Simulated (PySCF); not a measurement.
C3H6ClF.
SMILES: `FCCCCl`

Level of theory: PySCF, TDDFT wB97X-D/def2-SVPD, vertical, gas phase, core orbitals frozen in the response. The structure is a single PBE0-D3(BJ)/def2-SVP conformer in the gas phase; no vibrational or solvent corrections. Torsions of this conformer, `[F:1][CH2:2][CH2:3][CH2:4][Cl:5]`: F1–C2–C3–C4 -60°, C2–C3–C4–Cl5 -66°.

Computed states:

```
state  E (eV)       f
   S1    7.48  0.0028
   S2    7.60  0.0038
   S3    8.52   0.024
   S4    8.66   0.044
   S5    9.35   0.018
   S6    9.44  0.0007
   S7    9.47   0.069
   S8    9.53   0.024
   S9    9.59   0.012
  S10    9.72   0.068
```

Each state is given a Gaussian of 0.4 eV full width at half maximum, with ε(max) = 2.175×10⁸ f / Δν̃ (Δν̃ the width in cm⁻¹). The width is an assumption, not a result. The curve ends short of the highest state used, and states not computed would add to its high-energy end.

**Question.** Give the broadened spectrum and its maxima.

**Answer.** 
| λ (nm) | ε (L mol⁻¹ cm⁻¹) |
| --- | --- |
| 136.0 | 1204 |
| 136.8 | 802 |
| 137.6 | 700 |
| 138.4 | 861 |
| 139.2 | 1251 |
| 140.0 | 1823 |
| 140.8 | 2504 |
| 141.6 | 3193 |
| 142.4 | 3773 |
| 143.2 | 4141 |
| 144.0 | 4235 |
| 144.8 | 4049 |
| 145.6 | 3630 |
| 146.5 | 2981 |
| 147.3 | 2349 |
| 148.1 | 1747 |
| 148.9 | 1229 |
| 149.7 | 818 |
| 150.5 | 516 |
| 151.3 | 309 |
| 152.1 | 177 |
| 152.9 | 98 |
| 153.7 | 55 |
| 154.5 | 36 |
| 155.3 | 34 |
| 156.1 | 44 |
| 156.9 | 64 |
| 157.7 | 95 |
| 158.5 | 135 |
| 159.3 | 183 |
| 160.1 | 236 |
| 160.9 | 290 |
| 161.7 | 339 |
| 162.5 | 379 |
| 163.3 | 406 |
| 164.2 | 416 |
| 165.0 | 408 |
| 165.8 | 384 |
| 166.6 | 347 |
| 167.4 | 303 |
| 168.2 | 255 |
| 169.0 | 207 |
| 169.8 | 162 |
| 170.6 | 123 |
| 171.4 | 90 |
| 172.2 | 64 |
| 173.0 | 44 |
| 173.8 | 29 |
| 174.6 | 19 |
| 175.4 | 12 |
| 176.2 | 7 |
| 177.0 | 4 |
| 177.8 | 2 |
| 178.6 | 1 |
| 179.4 | 1 |
| 180.2 | 0 |

Maxima: 164 nm (7.55 eV), ε about 420, made up of S1 (41%) and S2 (59%); 144 nm (8.62 eV), ε about 4200, made up of S3 (33%) and S4 (67%) (ε in L mol⁻¹ cm⁻¹; maxima over ε = 5, shares over 10%). At its high-energy end, 9.12 eV, the curve is still rising (ε about 1200, from S5 and S7).

**Question.** Coming from long wavelengths, where does ε first pass 100 L mol⁻¹ cm⁻¹?

**Answer.** At about 171 nm (7.24 eV), 0.23 eV below S1.

**Question.** What would ε be at 8.62 eV, the highest of these maxima, with half the width (0.2 eV)?

**Answer.** About 6910 L mol⁻¹ cm⁻¹ against 4240, a factor of about 1.6; a lone state at its own centre would give exactly 2.

The vertical ionisation energy (ΔSCF) is 11.10 eV, 1.39 eV above S10.
